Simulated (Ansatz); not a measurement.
Total energies of MgMeCl (CH₃ClMg) from Ansatz at PBE-D4/def2-TZVPD, gas phase (1 Eh = 27.2114 eV = 2625.5 kJ/mol). The reference geometry is relaxed at r2SCAN-D4/def2-TZVP.

Cartesian coordinates in Å:
```
Mg -1.186 0.181 0.195
C 0.832 -0.137 -0.124
H 1.226 -0.945 0.500
H 1.421 0.758 0.099
H 1.036 -0.406 -1.165
Cl -3.329 0.549 0.494
```

```json
{"state": "charge 0 singlet", "geometry": "reference", "energy (Eh)": "-699.91843"}
{"state": "charge -1 doublet", "geometry": "reference", "energy (Eh)": "-699.91859"}
{"state": "free Mg atom (singlet)", "geometry": "–", "energy (Eh)": "-199.94298"}
{"state": "free C atom (triplet)", "geometry": "–", "energy (Eh)": "-37.79605"}
{"state": "free H atom (doublet)", "geometry": "–", "energy (Eh)": "-0.49962"}
{"state": "free Cl atom (doublet)", "geometry": "–", "energy (Eh)": "-459.95933"}
```

**Question.** Work out the vertical electron affinity, to the doublet.

**Answer.** E(charge 0 singlet) − E(charge -1 doublet) = -699.91843 − (-699.91859) = 0.00016 Eh = 0.00 eV; so near zero that its sign isn't settled.

**Question.** What is the binding energy per atom against free atoms?

**Answer.** Atoms: 1 × (-199.94298) + 1 × (-37.79605) + 3 × (-0.49962) + 1 × (-459.95933) = -699.19722 Eh. Binding: -699.19722 − (-699.91843) = 0.72121 Eh = 19.63 eV, or 3.27 eV for each of 6 atoms (no zero-point energy, no counterpoise term).

At PBE-D4/def2-TZVPD the highest occupied level of the charge -1 doublet lies above zero (up to 1.74 eV). Energy differences put its binding near zero (0.00 eV; vertical, to the charge 0 singlet, at PBE-D4/def2-TZVPD), which leaves it undecided.
